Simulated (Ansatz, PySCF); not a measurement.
Molecule: BF$_{2}$, net charge 0, doublet state. It need not be the lowest isomer of its formula. 
Coordinates optimised at B3LYP-D3(BJ)/def2-TZVP (Ansatz, an electronic-structure program):
```
B
F 1 1.3102
F 1 1.3102 2 121.32
```
Charge 0, spin multiplicity 2.


Property: enthalpy of formation at 298 K (from the atomisation energy, B3LYP-D3(BJ)/def2-TZVP harmonic zero-point and thermal terms from PySCF, and the atoms' enthalpies of formation in the G2/97 table, which holds older values for B and Si; no spin-orbit terms, and no core term in the frozen-core levels), in kcal/mol. Cores are frozen in the correlated levels unless marked. UHF or UKS for open shells. No spin-orbit coupling. Non-relativistic. The coupled-cluster limit lacks core correlation, which all-electron functionals hold. Basis-set limits of correlation are two-point, X^-3; Hartree-Fock from the larger set.

```tsv
level	program	enthalpy of formation at 298 K (kcal/mol)	minus last row
BLYP-D3(BJ)/def2-TZVPD	Ansatz + dftd3	-122.7	-5.0
revPBE-D3(BJ)/def2-TZVPD	Ansatz + dftd3	-119.1	-1.4
BP86/def2-TZVPD	PySCF	-128.5	-10.8
PBE0-D4/def2-TZVP	Ansatz + dftd4	-120.9	-3.2
BHLYP-D3(BJ)/def2-TZVPD	Ansatz + dftd3	-103.7	14.0
BHLYP/def2-TZVPD	Ansatz	-103.0	14.7
r2SCANh-D4/def2-TZVPD	Ansatz + dftd4	-121.8	-4.1
wB97M-V/def2-TZVPD	Ansatz	-118.0	-0.3
wB97X-V/def2-TZVPD	Ansatz	-116.6	1.1
B2GP-PLYP/def2-TZVPD	Ansatz	-118.3	-0.6
MP2/cc-pVDZ	Ansatz	-107.1	10.6
MP2/cc-pwCVTZ	Ansatz	-131.3	-13.6
SCS-MP2/cc-pwCVTZ	Ansatz	-118.8	-1.1
CCSD/cc-pwCVTZ	Ansatz	-105.3	12.4
CCSD(T)/CBS(cc-pVTZ,cc-pVQZ)	Ansatz	-117.7	0.0
```
